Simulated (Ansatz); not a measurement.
Ansatz (a first-principles code) input (PBE/6-311+G**): The .json file is the Basis Set Exchange's 6-311+G**.

Ansatz 0.2 input:
```yaml
crystal:
  periodic: [false, false, false]
  atoms:
    - {symbol: Na, position_ang: [-0.00000000, -0.00000000, -1.43481058]}
    - {symbol: Cl, position_ang: [0.00000000, 0.00000000, 0.92840684]}
basis:
  gaussian:
    orbitals: 6-311+G__.json
hamiltonian:
  xc: {name: PBE}
output: {forces: true}
```

From the last part of the output:

```
Functional definition: PBE
integrals: 0.02 GiB planned
559 factors; their error is unknown
mean field: 0.11 GiB planned
mean field evaluation 1: about -16930.7407 eV, gradient 2.5e1 eV
mean field evaluation 2: about -16912.6433 eV, gradient 7.6e1 eV
mean field evaluation 4: about -16932.6698 eV, gradient 2.4e0 eV
mean field evaluation 8: about -16932.6804 eV, gradient 2.8e-2 eV
mean field -16932.68043219 eV, -622.2645285001 hartree, gradient 1.8e-5 eV, S^2 0.000000; 0 other end points of the search recorded, 0 dependent functions left out
the calculation of the forces begins
reference -16932.68049297 eV, -622.2645307337 hartree; 14, 14 occupied and 48, 48 virtual orbitals, 559 factors
Total energy: -16932.68049297 eV, -622.2645307337 hartree
Atom 0 at    -0.000000    -0.000000    -1.434811 Å, force     0.000000     0.000000    -0.157844 eV/Å
Atom 1 at     0.000000     0.000000     0.928407 Å, force    -0.000000    -0.000000     0.157844 eV/Å
Dipole moment:     0.000000    -0.000000    -1.814608 e Å
```
